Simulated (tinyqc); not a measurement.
UKS/LDA (VWN5) in the sto-3g basis, for CH2, spin multiplicity 3, step by step. One step of it, computed by the program tinyqc.

Task: Iteration 2: DIIS coefficients. Solve [B -1; -1 0][c; lambda] = [0; -1] for the coefficients, which sum to one.

B (overlaps of the stored error matrices):
```
[[2.6829934e-01, -1.4798136e-01],
 [-1.4798136e-01, 1.4583388e-01]]
```

Give: DIIS coefficients.

Result:

DIIS coefficients: [0.4138, 0.5862]
